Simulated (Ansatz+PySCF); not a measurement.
The numbers below are computed, except where a source is named.
Input for Ansatz (development build ahead of 0.2.0):

```yaml
crystal:
  periodic: [false, false, false]
  atoms:
    - { symbol: B, position_ang: [0.0, 0.0, 0.0] }
    - { symbol: "N", position_ang: [0.0, 0.0, 2.7] }
basis:
  gaussian: { orbitals: STO-3G }
hamiltonian:
  xc: hf
correlation:
  method: fci
  frozen_orbitals: { B: 1, "N": 1 }
```

The input is written out in the form of the current development build from the run's settings.

The run gave:

```
Converged    : yes
Total energy : -77.80788 hartree
State        : lowest singlet root, of any spatial symmetry
```

Caution: another spin multiplicity may lie lower.
